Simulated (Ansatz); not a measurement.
A nudged elastic band was laid between two geometries of C₃H₆ClFO (12 atoms, charge 0, multiplicity 1).

Computed with Ansatz 0.2.0, RKS BLYP/6-31G*.

```yaml
movable_images: 5
climbing_image: yes
spring: 5.0 eV/Å²
optimiser: quadratic models (default)
start_path: IDPP
force_threshold: 0.05 eV/Å
iteration_limit: 60
end_points: relaxed
```

First end point:

```xyz
12
Properties=species:S:1:pos:R:3
F 1.488 -0.361 2.136
C 0.931 -1.206 1.156
O 0.704 -0.527 -0.040
C -0.321 0.483 0.044
C -0.647 0.973 -1.360
Cl -1.501 -0.303 -2.371
H 1.656 -2.002 0.926
H -0.006 -1.617 1.584
H -1.224 0.079 0.542
H 0.047 1.343 0.637
H 0.270 1.241 -1.903
H -1.320 1.841 -1.316
```

Last end point:

```xyz
12
Properties=species:S:1:pos:R:3
F 1.663 -0.669 1.842
C 0.623 -1.364 1.200
O 0.321 -0.814 -0.045
C -0.235 0.515 0.027
C -0.654 0.953 -1.370
Cl 0.780 1.245 -2.481
H 0.955 -2.397 1.008
H -0.249 -1.338 1.888
H -1.142 0.509 0.672
H 0.496 1.216 0.463
H -1.207 1.902 -1.318
H -1.274 0.186 -1.854
```

Question: Which bonds break or form, and what moves?

Answer: No bond is made or broken. The dihedral O3–C4–C5–Cl6 goes from 69 to -69°.

Question: What energy profile does the band end with?

Answer: The forces met the threshold. The highest image is number 3 of 0 to 6, 0.31 eV above the first end and 0.28 eV above the last; the last end lies 0.03 eV above the first. A vibrational analysis at the climbing image gives one clearly imaginary mode, 191i cm⁻¹: a first-order saddle point.

```
image  path coordinate (Å)  energy (eV)  dihedral O3–C4–C5–Cl6 (°)
    0                 0.00         0.00                         69
    1                 0.73         0.06                         51
    2                 1.47         0.22                         26
    3                 2.20         0.31                         -1
    4                 2.91         0.23                        -28
    5                 3.63         0.08                        -51
    6                 4.34         0.03                        -69
```

Question: What is the geometry of the highest image?

Answer: 
```xyz
12
Properties=species:S:1:pos:R:3
F 1.581 -0.588 1.989
C 0.667 -1.332 1.218
O 0.451 -0.755 -0.031
C -0.211 0.522 0.037
C -0.610 1.038 -1.380
Cl -0.129 -0.059 -2.766
H 1.099 -2.326 1.024
H -0.268 -1.399 1.812
H -1.124 0.429 0.659
H 0.457 1.254 0.521
H -0.134 2.005 -1.589
H -1.699 1.155 -1.460
```

Question: What are the harmonic wavenumbers there?

Answer: 191i, 40, 129, 168, 319, 448, 593, 678, 799, 919, 971, 1005, 1047, 1118, 1149, 1218, 1239, 1261, 1299, 1382, 1428, 1481, 1493, 1515, 2910, 2919, 2992, 3031, 3036, 3085 cm⁻¹.

The band took 4 iterations and about 80 core-seconds.

Run time: 39 s on 2 threads of Intel(R) Xeon(R) Platinum 8488C (Sapphire Rapids), with other jobs on the host, peak memory 0.17 GiB.
